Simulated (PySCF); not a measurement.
**CH5AlS (SMILES C[S][AlH2]): levels of theory compared**

We compute a comparison of 6 runs (HF/def2-SVP, B3LYP/6-31G*, PBE0/def2-SVP, r2SCAN/def2-TZVP, B3LYP/cc-pVTZ, TPSSh/pcseg-2) of CH5AlS. 

Program for the calculation: PySCF 2.14.0.

### 1 The molecule

The species is CH5AlS (8 atoms), meant as a singlet with charge 0. As SMILES, `C[S][AlH2]`. Geometry: relaxed at PBE0-D4/def2-TZVP.

Bond lengths: C1–S2 1.822 Å, S2–Al3 2.168 Å, C1–H4 1.089 Å, C1–H5 1.090 Å, C1–H6 1.089 Å, Al3–H7 1.585 Å, Al3–H8 1.580 Å. Angles: C1–S2–Al3 102.5°, S2–C1–H4 108.7°, S2–C1–H5 111.6°, S2–C1–H6 108.7°, S2–Al3–H7 117.5°, S2–Al3–H8 117.5°, H4–C1–H5 109.2°, H4–C1–H6 109.2°, H5–C1–H6 109.2°, H7–Al3–H8 125.0°.

### 2 Energy and forces at HF/def2-SVP (run 1)

File job.py:

```python
import pyscf.grad
from pyscf import gto, scf

system = gto.M(
    atom='''
C     -0.724600     1.053200    -0.503600
S     -1.089900    -0.442800     0.469800
Al     0.859700    -1.372400     0.651800
H     -1.303700     1.020900    -1.425600
H      0.334900     1.125300    -0.747500
H     -1.020100     1.927600     0.074700
H      2.088300    -0.637300    -0.027600
H      0.947600    -2.731800     1.452200
''',
    max_memory=1860,
    verbose=4,
    basis='def2-svp',
)

myscf = scf.RHF(system)
myscf.conv_tol = 1e-10
myscf.kernel()
if not myscf.converged:
    myscf = myscf.newton().run(myscf.mo_coeff, myscf.mo_occ)

energy = myscf.e_tot
print('Final energy', energy)
grad = myscf.Gradients().kernel()
dip = myscf.dip_moment()
pop, q = myscf.mulliken_pop()
```

The run is started by

```bash
OMP_NUM_THREADS=1 python job.py
```

Log:

```text
PySCF version 2.14.0

[... 62 lines left out ...]
converged SCF energy = -680.019924437462
Final energy -680.019924437462
[... 11 lines left out ...]
Dipole moment(X, Y, Z, Debye):  0.98333,  0.96008, -0.77045
[... 45 lines left out ...]
pop of  2 Al 4pz          0.13711
pop of  2 Al 3dxy         0.04862
pop of  2 Al 3dyz         0.02489
pop of  2 Al 3dz^2        0.00934
pop of  2 Al 3dxz         0.03408
pop of  2 Al 3dx2-y2      0.04988
pop of  3 H 1s            0.74907
pop of  3 H 2s            0.14809
pop of  3 H 2px           0.00817
pop of  3 H 2py           0.00305
pop of  3 H 2pz           0.01421
pop of  4 H 1s            0.74998
pop of  4 H 2s            0.15650
pop of  4 H 2px           0.01812
pop of  4 H 2py           0.00360
pop of  4 H 2pz           0.00465
pop of  5 H 1s            0.74908
pop of  5 H 2s            0.14806
pop of  5 H 2px           0.00504
pop of  5 H 2py           0.01257
pop of  5 H 2pz           0.00782
pop of  6 H 1s            0.71440
pop of  6 H 2s            0.53594
pop of  6 H 2px           0.00412
pop of  6 H 2py           0.00152
pop of  6 H 2pz           0.00125
pop of  7 H 1s            0.71441
pop of  7 H 2s            0.51367
pop of  7 H 2px           0.00030
pop of  7 H 2py           0.00492
pop of  7 H 2pz           0.00175
 ** Mulliken atomic charges  **
charge of    0C =     -0.09977
charge of    1S =     -0.42101
charge of    2Al =      0.79107
charge of    3H =      0.07742
charge of    4H =      0.06714
charge of    5H =      0.07743
charge of    6H =     -0.25723
charge of    7H =     -0.23506
```

Wall time 5.4 s (1 thread of Intel Xeon at 2.70GHz, shared host); peak memory 0.15 GiB.

### 3 Energy and forces at B3LYP/6-31G(d) (Cartesian functions) (run 2)

File job.py:

```python
import pyscf.grad
from pyscf import gto, dft

system = gto.Mole()
system.atom = '''
C     -1.369296     1.990260    -0.951666
S     -2.059613    -0.836771     0.887793
Al     1.624598    -2.593460     1.231723
H     -2.463636     1.929221    -2.693994
H      0.632869     2.126509    -1.412570
H     -1.927710     3.642636     0.141163
H      3.946315    -1.204322    -0.052156
H      1.790704    -5.162354     2.744260
'''
system.spin = 0
system.charge = 0
system.unit = 'bohr'
system.cart = True
system.max_memory = 1860
system.verbose = 3
system.basis = '6-31g*'
system.build()

myscf = dft.RKS(system)
myscf.xc = 'b3lyp'
myscf.conv_tol = 1e-10
myscf.grids.level = 5
myscf.kernel()
if not myscf.converged:
    myscf = myscf.newton().run(myscf.mo_coeff, myscf.mo_occ)

e_tot = myscf.e_tot
print('E = %.10f Eh' % e_tot)
grad = myscf.Gradients().kernel()
myscf.analyze()
```

The run is started by

```bash
OMP_NUM_THREADS=1 python job.py
```

Log:

```text
converged SCF energy = -681.763549501302
E = -681.7635495013 Eh
--------------- RKS gradients ---------------
         x                y                z
0 C    -0.0010423928    -0.0060333526     0.0038952695
1 S     0.0058082573     0.0073543145    -0.0055545917
2 Al    -0.0038108406     0.0026153921    -0.0008379865
3 H     0.0007828345    -0.0007253925     0.0019315171
4 H    -0.0016200113    -0.0013812249     0.0011333818
5 H     0.0003437633    -0.0021744843    -0.0004446431
6 H    -0.0005485965    -0.0002929564     0.0002859953
7 H     0.0000928273     0.0006357773    -0.0004076822
----------------------------------------------
**** MO energy ****
MO #1   energy= -88.8631013984841  occ= 2
MO #2   energy= -56.0564114387246  occ= 2
MO #3   energy= -10.2171920487576  occ= 2
MO #4   energy= -7.92746160730051  occ= 2
MO #5   energy= -5.8915577211337   occ= 2
MO #6   energy= -5.8865947315371   occ= 2
MO #7   energy= -5.88485732330222  occ= 2
MO #8   energy= -4.14601445895296  occ= 2
MO #9   energy= -2.70282742988878  occ= 2
MO #10  energy= -2.69742319303255  occ= 2
MO #11  energy= -2.69549106704034  occ= 2
MO #12  energy= -0.774514978513987 occ= 2
MO #13  energy= -0.632524933516387 occ= 2
MO #14  energy= -0.451459190224973 occ= 2
MO #15  energy= -0.433270757120418 occ= 2
MO #16  energy= -0.406813002075522 occ= 2
MO #17  energy= -0.365279775847217 occ= 2
MO #18  energy= -0.310748400263922 occ= 2
MO #19  energy= -0.285823899340898 occ= 2
MO #20  energy= -0.252805325549774 occ= 2
MO #21  energy= -0.0522199377206602 occ= 0
MO #22  energy= 0.0154601856010039 occ= 0
MO #23  energy= 0.0260145250270227 occ= 0
MO #24  energy= 0.0515007153903611 occ= 0
MO #25  energy= 0.103789401654677  occ= 0
MO #26  energy= 0.121833678326575  occ= 0
MO #27  energy= 0.140297865474171  occ= 0
MO #28  energy= 0.147420120910446  occ= 0
MO #29  energy= 0.179869576870835  occ= 0
MO #30  energy= 0.185713815932965  occ= 0
MO #31  energy= 0.205157283726868  occ= 0
MO #32  energy= 0.23822472143989   occ= 0
MO #33  energy= 0.33928927719748   occ= 0
MO #34  energy= 0.400110288271333  occ= 0
MO #35  energy= 0.405644609184717  occ= 0
MO #36  energy= 0.438796423916682  occ= 0
MO #37  energy= 0.456610941617228  occ= 0
MO #38  energy= 0.493060803775113  occ= 0
MO #39  energy= 0.519063768836885  occ= 0
MO #40  energy= 0.541184527118584  occ= 0
MO #41  energy= 0.572179187161113  occ= 0
MO #42  energy= 0.601808863426583  occ= 0
MO #43  energy= 0.628094823168055  occ= 0
MO #44  energy= 0.649988022128067  occ= 0
MO #45  energy= 0.84494553562983   occ= 0
MO #46  energy= 0.860786909795375  occ= 0
MO #47  energy= 0.888415565273791  occ= 0
MO #48  energy= 0.888803940758678  occ= 0
MO #49  energy= 0.895383265500479  occ= 0
MO #50  energy= 0.906190852574283  occ= 0
MO #51  energy= 0.986345948465865  occ= 0
MO #52  energy= 1.034324639013     occ= 0
MO #53  energy= 1.11933131134061   occ= 0
MO #54  energy= 1.17878318340385   occ= 0
MO #55  energy= 1.26247133091772   occ= 0
MO #56  energy= 1.69760533400222   occ= 0
MO #57  energy= 1.69906759982725   occ= 0
MO #58  energy= 2.07676304993617   occ= 0
MO #59  energy= 2.14458056274821   occ= 0
MO #60  energy= 2.22804617493005   occ= 0
MO #61  energy= 2.24518103100287   occ= 0
MO #62  energy= 3.90600554566325   occ= 0
MO #63  energy= 4.19021106847567   occ= 0
 ** Mulliken atomic charges  **
charge of    0C =     -0.34945
charge of    1S =     -0.17692
charge of    2Al =      0.42060
charge of    3H =      0.12246
charge of    4H =      0.11690
charge of    5H =      0.12254
charge of    6H =     -0.13437
charge of    7H =     -0.12178
Dipole moment(X, Y, Z, Debye):  0.83803,  1.06343, -0.80460
```

Run time: 31 s. Hardware: 1 thread of Intel Xeon at 2.70GHz, shared host; peak memory 0.63 GiB.

### 4 Energy and gradient at PBE0/def2-SVP (run 3)

File input.py:

```python
# C[S][AlH2]
import pyscf.grad
from pyscf import gto, dft

system = gto.Mole()
system.atom = '''
C   -0.724600   1.053200  -0.503600
S   -1.089900  -0.442800   0.469800
Al   0.859700  -1.372400   0.651800
H   -1.303700   1.020900  -1.425600
H    0.334900   1.125300  -0.747500
H   -1.020100   1.927600   0.074700
H    2.088300  -0.637300  -0.027600
H    0.947600  -2.731800   1.452200
'''
system.basis = 'def2-svp'
system.max_memory = 1860
system.verbose = 3
system.build()

calc0 = dft.RKS(system)
calc0.xc = 'pbe0'
calc0.grids.level = 5
calc0.conv_tol = 1e-10
calc0.kernel()
if not calc0.converged:
    calc0 = calc0.newton().run(calc0.mo_coeff, calc0.mo_occ)

etot = calc0.e_tot
print('Final energy', etot)
grad = calc0.Gradients().kernel()
dip = calc0.dip_moment()
pop, q = calc0.mulliken_pop()
```

The run is started by

```bash
OMP_NUM_THREADS=1 python input.py
```

Log:

```text
converged SCF energy = -681.214792442104
Final energy -681.2147924421043
--------------- RKS gradients ---------------
         x                y                z
0 C     0.0007912750     0.0034226229    -0.0021635219
1 S     0.0022522236     0.0017211348    -0.0014663810
2 Al    -0.0013405240     0.0010717086    -0.0003873394
3 H     0.0032266181    -0.0002058226     0.0052726368
4 H    -0.0059165114    -0.0012265510     0.0018528262
5 H     0.0016772867    -0.0052076090    -0.0029822092
6 H    -0.0008805979    -0.0004883165     0.0004677993
7 H     0.0001924705     0.0009137068    -0.0005938051
----------------------------------------------
Dipole moment(X, Y, Z, Debye):  0.68629,  1.06253, -0.77465
 ** Mulliken pop  **
pop of  0 C 1s            1.98562
pop of  0 C 2s            0.89951
pop of  0 C 3s            0.21946
pop of  0 C 2px           0.73207
pop of  0 C 2py           0.64906
pop of  0 C 2pz           0.70021
pop of  0 C 3px           0.33451
pop of  0 C 3py           0.29117
pop of  0 C 3pz           0.32254
pop of  0 C 3dxy          0.00309
pop of  0 C 3dyz          0.00736
pop of  0 C 3dz^2         0.00481
pop of  0 C 3dxz          0.00531
pop of  0 C 3dx2-y2       0.00795
pop of  1 S 1s            1.99941
pop of  1 S 2s            1.98491
pop of  1 S 3s            1.22563
pop of  1 S 4s            0.66560
pop of  1 S 2px           1.97676
pop of  1 S 2py           1.97433
pop of  1 S 2pz           1.97651
pop of  1 S 3px           0.63957
pop of  1 S 3py           0.55403
pop of  1 S 3pz           0.62193
pop of  1 S 4px           0.94325
pop of  1 S 4py           0.72013
pop of  1 S 4pz           0.97211
pop of  1 S 3dxy          0.01268
pop of  1 S 3dyz          0.01562
pop of  1 S 3dz^2         0.00678
pop of  1 S 3dxz          0.00711
pop of  1 S 3dx2-y2       0.01403
pop of  2 Al 1s           1.99945
pop of  2 Al 2s           1.98536
pop of  2 Al 3s           0.96688
pop of  2 Al 4s           0.09330
pop of  2 Al 2px          1.97525
pop of  2 Al 2py          1.97533
pop of  2 Al 2pz          1.97236
pop of  2 Al 3px          0.34327
pop of  2 Al 3py          0.32221
pop of  2 Al 3pz          0.18926
pop of  2 Al 4px          0.12760
pop of  2 Al 4py          0.21560
pop of  2 Al 4pz          0.17024
pop of  2 Al 3dxy         0.04083
pop of  2 Al 3dyz         0.01971
pop of  2 Al 3dz^2        0.00812
pop of  2 Al 3dxz         0.02983
pop of  2 Al 3dx2-y2      0.04296
pop of  3 H 1s            0.73179
pop of  3 H 2s            0.15134
pop of  3 H 2px           0.00788
pop of  3 H 2py           0.00399
pop of  3 H 2pz           0.01198
pop of  4 H 1s            0.73117
pop of  4 H 2s            0.15872
pop of  4 H 2px           0.01504
pop of  4 H 2py           0.00446
pop of  4 H 2pz           0.00528
pop of  5 H 1s            0.73181
pop of  5 H 2s            0.15135
pop of  5 H 2px           0.00570
pop of  5 H 2py           0.01058
pop of  5 H 2pz           0.00756
pop of  6 H 1s            0.70986
pop of  6 H 2s            0.45581
pop of  6 H 2px           0.00346
pop of  6 H 2py           0.00138
pop of  6 H 2pz           0.00112
pop of  7 H 1s            0.71065
pop of  7 H 2s            0.43246
pop of  7 H 2px           0.00039
pop of  7 H 2py           0.00409
pop of  7 H 2pz           0.00152
 ** Mulliken atomic charges  **
charge of    0C =     -0.16266
charge of    1S =     -0.31040
charge of    2Al =      0.52246
charge of    3H =      0.09303
charge of    4H =      0.08533
charge of    5H =      0.09299
charge of    6H =     -0.17163
charge of    7H =     -0.14911
```

Run time: 39 s. Hardware: 1 thread of Intel Xeon at 2.70GHz, shared host; peak memory 0.74 GiB.

Runs 4 to 5 aren't shown in full; the table further down has their settings and results.

### 5 Energy and gradient at TPSSh/pcseg-2 (run 6)

File mol.xyz:

```xyz
8
CH5AlS
C     -0.724600     1.053200    -0.503600
S     -1.089900    -0.442800     0.469800
Al     0.859700    -1.372400     0.651800
H     -1.303700     1.020900    -1.425600
H      0.334900     1.125300    -0.747500
H     -1.020100     1.927600     0.074700
H      2.088300    -0.637300    -0.027600
H      0.947600    -2.731800     1.452200
```

File run.py:

```python
import pyscf.grad
from pyscf import gto, dft

mol = gto.M(
    atom='mol.xyz',
    basis='pcseg-2',
    verbose=3,
    max_memory=1860,
)

mf = dft.RKS(mol)
mf.xc = 'tpssh'
mf.conv_tol = 1e-10
mf.grids.level = 5
mf.kernel()
if not mf.converged:
    mf = mf.newton().run(mf.mo_coeff, mf.mo_occ)

e_tot = mf.e_tot
print('E(%s) = %.9f' % ('TPSSH', e_tot))
grad = mf.Gradients().kernel()
mf.analyze()
```

The run is started by

```bash
OMP_NUM_THREADS=1 python run.py
```

Log:

```text
converged SCF energy = -681.842418010291
[... 12 lines left out ...]
MO #3   energy= -10.1456740575418  occ= 2
[... 14 lines left out ...]
MO #18  energy= -0.299115936327516 occ= 2
[... 14 lines left out ...]
MO #33  energy= 0.160906808249819  occ= 0
[... 14 lines left out ...]
MO #48  energy= 0.516627910687517  occ= 0
[... 14 lines left out ...]
MO #63  energy= 0.949873123166443  occ= 0
[... 14 lines left out ...]
MO #78  energy= 1.48785128157542   occ= 0
[... 14 lines left out ...]
MO #93  energy= 2.01719969601585   occ= 0
[... 14 lines left out ...]
MO #108 energy= 3.14702242581746   occ= 0
[... 14 lines left out ...]
MO #123 energy= 3.92998958301139   occ= 0
[... 14 lines left out ...]
MO #138 energy= 4.52821835748895   occ= 0
[... 14 lines left out ...]
MO #153 energy= 5.11134998710079   occ= 0
[... 14 lines left out ...]
MO #168 energy= 24.8139175627694   occ= 0
[... 9 lines left out ...]
Dipole moment(X, Y, Z, Debye):  0.76061,  1.04088, -0.77597
```

Wall time 3.2 min (1 thread of Intel Xeon at 2.70GHz, shared host); peak memory 2.2 GiB.

### 6 Overview of the runs

```csv
run,level,Cartesian functions,integration grid,energy (Eh),dipole moment (D),HOMO energy (eV),LUMO energy (eV),wall time
1,HF/def2-SVP,no,–,-680.019924,1.58,-9.79,1.56,5.4 s
2,B3LYP/6-31G* (Cartesian functions),yes,5,-681.763550,1.57,-6.88,-1.42,31 s
3,PBE0/def2-SVP,no,5,-681.214792,1.48,-7.17,-1.21,39 s
4,r2SCAN/def2-TZVP,no,5,-681.707356,1.51,-6.33,-1.69,1.9 min
5,B3LYP/cc-pVTZ,no,5,-681.842880,1.42,-6.98,-1.47,1.7 min
6,TPSSh/pcseg-2,no,5,-681.842418,1.50,-6.64,-1.63,3.2 min
```

### 7 Results

| quantity | value |
| --- | --- |
| run 6: total energy | -681.84242 Eh |
| run 6: dipole moment | 1.50 D |
| run 6: HOMO energy | -6.64 eV |
| run 6: LUMO energy | -1.63 eV |
| run 6: HOMO–LUMO gap | 5.01 eV |
| run 6: largest force on an atom | 0.349 eV/Å |

The dipole moment (its size) runs from 1.42 D (B3LYP/cc-pVTZ) to 1.58 D (HF/def2-SVP). The two ends differ in method and basis. The HOMO–LUMO gap runs from 4.64 eV (r2SCAN/def2-TZVP) to 11.35 eV (HF/def2-SVP). Totals of different functionals can't be ranked against each other. All runs together took 8 min, the longest 3.2 min.
